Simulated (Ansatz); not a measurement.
**PBr, triplet in aug-cc-pVDZ: errors against UCCSDT(Q)**

Geometry: that of the PBr⁻, doublet, kept fixed.

```csv
atom,x (Å),y (Å),z (Å)
P,0.0000,0.0000,0.0000
Br,0.0000,0.0000,2.3163
```

Basis aug-cc-pVDZ; Ansatz 0.2.0. Correlated methods freeze the noble-gas cores and the filled d shells of p-block atoms, which leaves 12 electrons in 44 orbitals. R marks a restricted (for open shells ROHF) determinant, U an unrestricted one. Active spaces: valence = (12e, 8o) chosen from the atoms' valence shells. No spin–orbit coupling is included, and no scalar relativity.

Full CI isn't at hand for all of this; UCCSDT(Q) serves as the reference, and is uncertain by about the last step of the cluster series. The frozen core follows each run's orbitals, which can shift R against U totals by a few meV for light atoms and by up to 0.1 eV past Ca.

```
UHF ⟨S²⟩                          : 2.025
T1 diagnostic (RCCSD)             : 0.0255
largest doubles amplitude (RCCSD) : 0.045
T1 diagnostic (UCCSD)             : 0.0223
```

Q: From what is known of these methods and the diagnostics, rank them by the size of their error in total energy against UCCSDT(Q) in aug-cc-pVDZ, smallest first (an estimate: the text doesn't fix the numbers).
A. UCCSD
B. UHF
C. UMP2
D. UCCSDT
E. UCCSD(T)

A: D (1.7 kJ/mol), E (4.7 kJ/mol), A (25.6 kJ/mol), C (100.0 kJ/mol), B (627.0 kJ/mol).

All errors are against UCCSDT(Q) in aug-cc-pVDZ. Within each family the higher level lies nearer, as is usual though not guaranteed.

Natural occupations of CASSCF (valence space) about the gap: 1.994 1.994 1.955 1.006 1.006 0.052; effectively unpaired electrons, Σ n²(2−n)², 2.02.
